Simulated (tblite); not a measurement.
Species: C2H3Cl (charge +1 and doublet state).
Cartesian coordinates in Å at the GFN2-xTB level; atoms count from 1:
```xyz
6
C2H3Cl angstrom
C     -0.7274   -0.1419    0.0240
C      0.5786    0.2571   -0.0449
Cl     1.8436   -0.8212    0.0852
H     -1.0091   -1.1801    0.1583
H     -1.5284    0.5846   -0.0553
H      0.8458    1.3036   -0.1890
```

Computed values, GFN2-xTB/tblite, gas phase, harmonic and unscaled. The method is semi-empirical: single wavenumbers can be off by several per cent or more. One conformer, not necessarily the lowest. Open shells enter through the occupations alone, without spin polarisation, and single modes of such species can be off by tens of per cent.

Harmonic wavenumbers (cm⁻¹): 148.6, 382.5, 739.7, 744.8, 913.9, 988.3, 1206.6, 1281.3, 1431.8, 2979.9, 3032.1, 3069.8.

A = 55769, B = 6227, C = 5601 MHz; mass 61.992 u (most abundant isotopes); point group Cs, symmetry number 1; spin multiplicity 2.

Problem. Zero-point energy?

Solution. ½Σν̃ = 8460 cm⁻¹ = 101.20 kJ/mol.

Problem. What is S at 500 K and 1 bar for an ideal gas of classical rigid rotors and harmonic oscillators?

Solution. Translation 171.07, rotation 101.13, vibration 37.42, spin (R ln 2) 5.76: S = 315.4 J/(mol K).

Problem. And Cp and H(500 K) − H(0)?

Solution. Cp = 78.70 J/(mol K), of which vibrations give 45.44 (their classical limit is 12 R = 99.8); H(500 K) − H(0) = 27.36 kJ/mol without the zero-point energy, 10.73 from vibrations.

Problem. Blend soft modes into free rotors: weight 1/[1 + (100 cm⁻¹/ν̃)⁴] for the oscillator and the rest for a rotor with moment μB/(μ + B), μ = h/(8π²ν), B = 10⁻⁴⁴ kg m². What vibrational entropy results?

Solution. 36.92 J/(mol K) in place of 37.42, which changes −T·S at 500 K by +0.25 kJ/mol.

Problem. Which modes carry the vibrational entropy at 500 K?

Solution. 148.6 cm⁻¹: 15.44; 382.5 cm⁻¹: 7.92; 739.7 cm⁻¹: 3.44; 744.8 cm⁻¹: 3.40; 913.9 cm⁻¹: 2.32; 988.3 cm⁻¹: 1.96 J/(mol K); the other 6 give 2.93 together.

Hindered rotation and anharmonicity are outside this model. Other conformers, if any are populated, would add a mixing term that is left out.
